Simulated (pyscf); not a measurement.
Optimised with ωB97X-D3(BJ)/def2-SVP in PySCF.

PH₂• (SMILES [PH2]) + H₂ (SMILES [H][H]) → PH₃ (SMILES P) + H• (SMILES [H])
Surface: doublet. Broken: H–H. Formed: H–P. Give ΔE‡ and ΔE from ωB97M-D3(BJ)/def2-TZVP, relative to the separated reactants.

ΔE‡ = 1.01 eV, ΔE = +0.87 eV. Zero-point energy shifts the barrier by +0.01 eV. It is a hydrogen abstraction, with an imaginary mode of 788i cm⁻¹. This is the saddle that the search found; another between the same sides may lie lower. The angle at the transferred H is 168°.
